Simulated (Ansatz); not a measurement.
`C/N=C(\C)NC` + `BN` → `BNC` + `C/N=C/NC` at 298.15 K and 1 bar (substitution at a C–C bond).

Program: Ansatz. Geometries: PBE0-D4/def2-TZVP. ΔE: electronic, gas phase. CBS: MP2 limit from def2 TZ/QZ plus the TZ coupled-cluster correction, frozen cores. This one scheme is used for every species. Double bonds are as drawn, so ΔE can hold a change between cis and trans. Each species was taken in one conformer, which may not be the lowest.

```json
{"species": "`C/N=C(\\C)NC`", "CCSD(T)/CBS energy (Eh)": "-267.61724", "H − E (kJ/mol)": "396.6", "S (J/(mol·K))": "364.3"}
{"species": "`BN`", "CCSD(T)/CBS energy (Eh)": "-81.93499", "H − E (kJ/mol)": "137.2", "S (J/(mol·K))": "228.1"}
{"species": "`BNC`", "CCSD(T)/CBS energy (Eh)": "-121.18426", "H − E (kJ/mol)": "215.2", "S (J/(mol·K))": "268.0"}
{"species": "`C/N=C/NC`", "CCSD(T)/CBS energy (Eh)": "-228.35220", "H − E (kJ/mol)": "319.9", "S (J/(mol·K))": "325.2"}
```

H − E and S are ideal-gas, rigid-rotor, harmonic terms from PBE0-D4/def2-TZVP, for one conformer and one mirror image of each species. 1 Eh = 2625.50 kJ/mol, R = 8.31446 J/(mol·K).

**Question.** By hand: ΔE, ΔH, ΔS and ΔG.

**Answer.** ΔE = (-121.18426) + (-228.35220) − (-267.61724) − (-81.93499) = 0.01577 Eh = 41.4 kJ/mol. Δ(H − E) = 215.2 + 319.9 − 396.6 − 137.2 = 1.3, so ΔH = 42.7 kJ/mol. ΔS = 268.0 + 325.2 − 364.3 − 228.1 = 0.8 J/(mol·K). ΔG = 42.7 − 298.15 × (0.8)/1000 = 42.5 kJ/mol.

**Question.** By hand: the equilibrium constant, and the temperature at which ΔG would vanish if ΔH and ΔS stayed fixed.

**Answer.** log₁₀ K = −ΔG/(RT ln 10) = -7.4. ΔG = 0 at ΔH/ΔS = 53375 K, far beyond where these terms or the molecules hold.

The number of gas molecules stays the same, so ΔS is small and ΔH decides. A doubt of 5 kJ/mol in ΔE shifts log₁₀ K by 0.9 here. Other conformers and mirror images would add mixing entropy, several J/(mol·K) or more a flexible species. These are equilibria of isolated gas molecules and say nothing of rates. Largest T1 diagnostic: 0.012 (customary marks: 0.02 for closed shells, 0.045 for open ones).
